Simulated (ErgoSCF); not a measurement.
# BH2O (SMILES B[O]): levels of theory compared

We compute a comparison of 6 runs (UHF/STO-3G, UHF/def2-SVP, UHF/cc-pVTZ, UB3LYP/6-31G*, UPBE0/6-31G*, UPBE0/def2-SVP) of BH2O. 

Program for the calculation: ErgoSCF 3.8.

1 further run of the same task is left out (set aside as unsound or not needed).

**1. The molecule**

BH2O: 4 atoms, total charge 0, spin state doublet. As SMILES, `B[O]`. Geometry: relaxed at PBE0-D4/def2-TZVP.

Bond lengths: B1–O2 1.281 Å, B1–H3 1.211 Å, B1–H4 1.211 Å. Angles: O2–B1–H3 119.9°, O2–B1–H4 119.9°, H3–B1–H4 120.2°.

**2. A single-point energy at UHF/STO-3G (run 1)**

File ergo.in:

```
set_nthreads("env")
molecule_inline
B  -0.00207870 -0.01946418 -0.02853486
O  1.93753620 -0.64401866 1.27915561
H  -1.98912572 -1.11059204 0.28648248
H  0.15854802 1.66012440 -1.57527570
EOF
tmpdir = "."
scf.output_mulliken_pop = 1
scf.use_diagonalization = 1
basis = "STO-3G"
scf.max_number_of_iterations = 120
spin_polarization = 1
run "HF"
```

The basis set STO-3G is read from a file made from the Basis Set Exchange's data (not shown).

Started as:

```console
$ ergo ergo.in
```

The program printed:

```text
[...]
INSC SCF_general constructor, number of basis functions: 12
[...]
INSC Energy   1 =        -78.22486193852
[...]
INDE E_LUMO =          0.25078603495
[...]
INSC Energy  19 =        -99.38563669948  ( diff     -0.000000000002203 )
[...]
RESC CONVERGED after  19 iterations.
RESC FINAL ENERGY:        -99.38563669948
RESC FINAL <S2> =          0.76855593191
[...]
INSC SCF: dipole_moment_x [atomic units] =      -0.06587082
INSC SCF: dipole_moment_y [atomic units] =       0.02116189
INSC SCF: dipole_moment_z [atomic units] =      -0.04436231
[...]
```

Wall time 0.85 s (1 thread of Arm Neoverse V2, shared host); peak memory 0.26 GiB.

**3. The energy at UHF/def2-SVP (run 2)**

File input.ego:

```
set_nthreads(1)
molecule_inline
B   -0.00207870  -0.01946418  -0.02853486
O    1.93753620  -0.64401866   1.27915561
H   -1.98912572  -1.11059204   0.28648248
H    0.15854802   1.66012440  -1.57527570
EOF
scf.max_number_of_iterations = 120
scf.output_mulliken_pop = 1
scf.use_diagonalization = 1
tmpdir = "."
spin_polarization = 1
basis = "def2-SVP"
run "HF"
```

The basis set def2-SVP is read from a file made from the Basis Set Exchange's data (not shown).

Started as:

```console
$ ergo input.ego
```

The program printed:

```text
[...]
INSC SCF_general constructor, number of basis functions: 38
[...]
INSC Energy   1 =        -35.08598371340
[...]
INDE E_LUMO =          0.05826877364
[...]
INSC Energy  20 =       -100.62155776734  ( diff     -0.000000000015291 )
[...]
RESC CONVERGED after  20 iterations.
RESC FINAL ENERGY:       -100.62155776734
RESC FINAL <S2> =          0.76724759479
[...]
INSC SCF: dipole_moment_x [atomic units] =      -0.29339353
INSC SCF: dipole_moment_y [atomic units] =       0.09438870
INSC SCF: dipole_moment_z [atomic units] =      -0.19772472
[...]
```

Wall time 4.5 s (1 thread of Arm Neoverse V2, shared host); peak memory 0.26 GiB.

Runs 3 to 5 aren't shown in full; the table further down has their settings and results.

**4. A single-point energy at UPBE0/def2-SVP (run 6)**

File input.xyz:

```xyz
4

B     -0.001100    -0.010300    -0.015100
O      1.025300    -0.340800     0.676900
H     -1.052600    -0.587700     0.151600
H      0.083900     0.878500    -0.833600
```

File ergo.in:

```
set_nthreads("env")
molecule "input.xyz"
XC.radint = 1e-11
basis = "def2-SVP"
XC.sparse_mode = 0
scf.output_mulliken_pop = 1
XC.angint = 41
tmpdir = "."
scf.use_diagonalization = 1
spin_polarization = 1
scf.max_number_of_iterations = 120
run "PBE0"
```

The basis set def2-SVP is read from a file made from the Basis Set Exchange's data (not shown).

Started as:

```console
$ ergo ergo.in
```

The program printed:

```text
[...]
INDF Weighted mixed functional:
[...]
INSC Energy   1 =        -38.20987864444
[...]
INDE E_LUMO =         -0.16112740797
[...]
INSC Energy  25 =       -101.04458639311  ( diff     -0.000000000008797 )
[...]
RESC CONVERGED after  25 iterations.
RESC FINAL ENERGY:       -101.04458639311
RESC FINAL <S2> =          0.75877695006
[...]
INSC SCF: dipole_moment_x [atomic units] =      -0.41800703
INSC SCF: dipole_moment_y [atomic units] =       0.13458074
INSC SCF: dipole_moment_z [atomic units] =      -0.28180375
[...]
```

It took 9 s on 1 thread of Arm Neoverse V2, shared host; peak memory 0.26 GiB.

**5. All runs side by side**

| run | level | integration grid | radint | energy (Eh) | dipole moment (D) | ⟨S²⟩ | wall time |
| --- | --- | --- | --- | --- | --- | --- | --- |
| 1 | UHF/STO-3G | – | – | -99.385637 | 0.21 | 0.769 | 0.85 s |
| 2 | UHF/def2-SVP | – | – | -100.621558 | 0.93 | 0.767 | 4.5 s |
| 3 | UHF/cc-pVTZ | – | – | -100.739536 | 0.96 | 0.768 | 91 s |
| 4 | UB3LYP/6-31G* (spherical functions) | Turbo | 1e-11 | -101.246912 | 1.31 | 0.757 | 6.9 s |
| 5 | UPBE0/6-31G* (spherical functions) | Turbo | 1e-11 | -101.118626 | 1.28 | 0.758 | 7.2 s |
| 6 | UPBE0/def2-SVP | Turbo | 1e-11 | -101.044586 | 1.33 | 0.759 | 9 s |

**6. Summary of results**

| quantity | value |
| --- | --- |
| run 6: total energy | -101.04459 Eh |
| run 6: dipole moment | 1.33 D |
| run 6: ⟨S²⟩ | 0.759 |

The dipole moment (its size) runs from 0.21 D (UHF/STO-3G) to 1.33 D (UPBE0/def2-SVP). The two ends differ in method and basis. Totals of different functionals can't be ranked against each other. In run 1 the basis is minimal, so the values are rough. All runs together took 2 min, the longest 91 s.
